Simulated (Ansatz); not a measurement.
**hcp Ti**

Calculation: PBEsol in Ansatz (PAW).

Settings: plane-wave cutoff 520 eV, 24×24×14 k mesh (along the axes of the cell as run), Fermi–Dirac smearing 0.03 eV (set by the program), no spin polarisation, scalar-relativistic PAW data made under PBE.

Cell: relaxed at this level.

```json
{
 "elastic constant C11": "184 GPa",
 "elastic constant C12": "89.4 GPa",
 "elastic constant C13": "82.7 GPa",
 "elastic constant C33": "198 GPa",
 "elastic constant C44": "43.0 GPa",
 "elastic constant C66": "47.3 GPa",
 "Voigt–Reuss–Hill bulk modulus": "119 GPa",
 "polycrystal shear modulus (Hill average)": "47.2 GPa",
 "young_modulus": "125 GPa",
 "poisson_ratio": "0.325"
}
```

Measured, for comparison: elastic constant C11 176 GPa, elastic constant C12 87 GPa, elastic constant C13 68 GPa, elastic constant C33 191 GPa, elastic constant C44 51 GPa (4 K, zero-point motion not removed; as tabulated in Ferrari et al. (2019), arXiv:1905.01197). Computed (rounded) less measured: elastic constant C11 +5 %, elastic constant C12 +3 %, elastic constant C13 +22 %, elastic constant C33 +4 %, elastic constant C44 -16 %.

Elastic constants are with the ions relaxed.

The computed numbers hold no vibrational or temperature effects.

It cost very roughly 30 core-minutes of CPU time.

Ansatz is a first-principles code.
